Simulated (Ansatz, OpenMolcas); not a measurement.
## Predicting a hybrid from its neighbours: C2H3Cl

The species is C2H3Cl (6 atoms), meant as a singlet with charge 0. SMILES: `C=CCl`. The shape is that of a PBE0-D4/def2-TZVP optimisation.

The vertical energy of the triplet above the singlet y, in eV, basis def2-SVPD; a is the functional's share of exact exchange. Programs: Ansatz 0.2.0, OpenMolcas 26.06.

| functional | program | a | y (eV) |
| --- | --- | --- | --- |
| PBE | OpenMolcas | 0 | 4.27 |
| revPBE | OpenMolcas | 0 | 4.24 |
| B3LYP | OpenMolcas | 0.2 | ? |
| PBE0 | Ansatz | 0.25 | 4.15 |
| BHLYP | OpenMolcas | 0.5 | 4.09 |

Task: Fit y = c + s·a to the known rows and predict B3LYP.

Result: 
1. Means of the 4 rows: a = 0.1875, y = 4.188.
2. Σ(Δa)² = 0.17188, Σ(Δa·Δy) = -0.058125, so the slope is -0.058125/0.17188 = -0.33817.
3. Intercept: 4.188 − (-0.33817) × 0.1875 = 4.251. The largest residual of the fit is 0.019.
4. B3LYP: 4.251 + (-0.33817) × 0.2 = 4.18 eV.

The run gave 4.25 eV, so the prediction is off by -0.07 eV, more than the scatter of the fit. Exact exchange favours the state with more unpaired electrons. The rows mix families of semi-local functionals, which the line can't see.
